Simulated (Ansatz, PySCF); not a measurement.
## How the smallest direct gap on the k points sampled of zinc-blende AlAs moves with the method

No measured value is used here.

| level (code) | value (eV) |
|---|---|
| LDA+SOC (Ansatz) | 1.75 |
| PBE0 (Ansatz) | 3.57 |
| Hartree–Fock (Ansatz) | 9.07 |
| G0W0@Hartree–Fock (PySCF) | 4.72 ± 0.09 |

At these levels the smallest gap is indirect and lower: LDA+SOC 1.25, PBE0 2.73, Hartree–Fock 7.36, G0W0@Hartree–Fock 3.61 eV. Computed values are for a static lattice. Levels without +SOC have no spin–orbit coupling; where heavier elements are present it shifts gaps, mostly down, and can invert bands.  A ± on a computed value is a rough bar: the spread of its extrapolation, a floor set from checks against published values, or a statistical error. Values are at the measured cell. Cutoffs and k meshes differ between the levels. Ansatz's density-functional and Hartree–Fock values are scalar-relativistic unless marked +SOC, with PAW data made under PBE.

Ansatz is a program for electronic structure.
